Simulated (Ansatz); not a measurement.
Born–Oppenheimer molecular dynamics of ClH4NSi (7 atoms, charge 0, multiplicity 1). It starts at the highest image of a converged band. Of that band: Neighbouring images differ by up to 1.7 eV, so the band resolves the path poorly. A vibrational analysis at the climbing image gives one clearly imaginary mode, 1507i cm⁻¹: a first-order saddle point.

Computed with RKS PBE0-D4/cc-pVDZ in Ansatz 0.2.0.

* ensemble: NVE (velocity Verlet)
* time step: 0.5 fs
* steps asked: 200
* starting velocities drawn for: 300 K
* seed: 9209

First frame:

```xyz
7
Properties=species:S:1:pos:R:3
Si -0.136 0.140 0.356
H 0.936 -0.133 1.557
N 1.734 -0.050 0.415
H 2.326 -0.674 -0.144
H 2.246 0.794 0.669
Cl -0.654 1.624 -1.066
H -0.466 -1.155 -0.340
```

(1) How far do the bonds stretch over the last three quarters of this one trajectory? (Pairs bonded in most of those frames.)

Answers

(1) 
| bond | mean (Å) | spread (Å) | shortest | longest |
| --- | --- | --- | --- | --- |
| Si1–H2 | 1.604 | 0.145 | 1.34 | 1.88 |
| Si1–N3 | 1.768 | 0.086 | 1.64 | 1.92 |
| Si1–Cl6 | 2.150 | 0.033 | 2.11 | 2.21 |
| Si1–H7 | 1.525 | 0.055 | 1.45 | 1.67 |
| N3–H4 | 1.029 | 0.016 | 1.00 | 1.06 |
| N3–H5 | 1.026 | 0.013 | 1.00 | 1.05 |

Mean temperature of the second half: 2300 K. The conserved energy stayed within 0.42 meV per atom of its start (net change -0.067 meV per atom), so the integration is sound. The kinetic energy rose, since the run started high on the potential surface and went downhill. A run of 0.1 ps of so small a system gives no equilibrium averages. The orbitals stay closed-shell, which can raise the energy where a bond breaks towards radicals; this wasn't checked here.

Time of the run: 8.4 min on 1 thread of Arm Neoverse V1 (shared host), peak memory 0.13 GiB.
